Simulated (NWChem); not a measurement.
Basis-set dependence for O (-1)

```
O
```
Charge -1, spin multiplicity 2.

The numbers come from NWChem runs, not from measurements.

Hartree-Fock energies in Ha, correlation energies in mHa.

The correlated methods keep 1 core orbital frozen. The stability of the SCF solutions was not checked. Open-shell Hartree-Fock references start from PBE0 orbitals. No row is a measurement; the coupled-cluster row has its own basis-set and correlation limits.

```tsv
basis	functions	UHF	UMP2	SCS-UMP2	CCSD on ROHF	CCSD[T] on ROHF	CCSD(T) on ROHF	CCSD on UHF	CCSD[T] on UHF	CCSD(T) on UHF
def2-SVPD	23	-74.70785	-171.7	-167.2	-186.3	-193.7	-192.2	-181.9	-188.8	-187.4
def2-TZVPD	40	-74.79493	-213.6	-210.2	-226.9	-237.0	-235.8	-221.9	-231.3	-230.3
```

From def2-SVPD to def2-TZVPD the Hartree-Fock energy moves by -87.1 mHa and the UMP2 correlation energy by -41.9 mHa, which is 20 % of its value in the larger set.
